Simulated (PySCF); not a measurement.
Species: CFCl3.
SMILES: `FC(Cl)(Cl)Cl`

Method used: B97-2/6-31++G** in PySCF (dipole) on a GFN2-xTB geometry, gas phase.

Take the most abundant isotopes and a rigid rotor. 

(1) What are A, B and C (MHz)?

(2) What kind of rotor is it?

(3) What does the inertial defect say?

(4) Give the other two planar moments, Paa and Pbb, and the rms extents of the mass along the axes.

(5) Where do the R-branch lines fall?

(6) Estimate the classical rotational partition function at 25 K, 100 K and 500 K.

Results:

(1) Ia = 206.75, Ib = 206.79, Ic = 295.71 u·Å²; 505379 MHz·u·Å²/I gives A = 2444, B = 2444, C = 1709 MHz.

(2) An oblate symmetric top, as the point group C3v requires two equal moments: κ = (2 × 2444 − 2444 − 1709)/(2444 − 1709) = 1.00.

(3) Not planar: Δ = Ic − Ia − Ib = -117.84 u·Å². For a rigid frame Δ = −2 Σ m c², so Σ m c² = 58.92 u·Å² lies off the ab plane. The atom farthest from that plane is 1.59 Å away.

(4) Paa = Σ m a² = (Ib + Ic − Ia)/2 = 147.88 and Pbb = Σ m b² = (Ia + Ic − Ib)/2 = 147.83 u·Å². With the mass M = 135.90 u, the rms extents √(P/M) along a, b and c are 1.04, 1.04, 0.66 Å.

(5) The dipole of 0.38 D lies along the symmetry axis, so ΔK = 0 and J+1 ← J falls at 2B(J+1) for every K: 4.89 GHz, 9.78 GHz, 14.66 GHz, 19.55 GHz, 24.44 GHz for J = 0 to 4.

(6) Point group C3v, symmetry number σ = 3; q = (√π/σ)·√((kT/h)³/(ABC)), k/h = 20836.6 MHz/K: 2200 at 25 K, 17600 at 100 K, 197000 at 500 K.

Whether it is a minimum is left open (no frequencies). Constants of a rigid frame at the computed geometry: no zero-point averaging, no centrifugal distortion.

Rough CPU time on one thread of a shared machine: about 4 s. This is the B97-2/6-31++G** job that gave the dipole, with the shieldings it also computed.
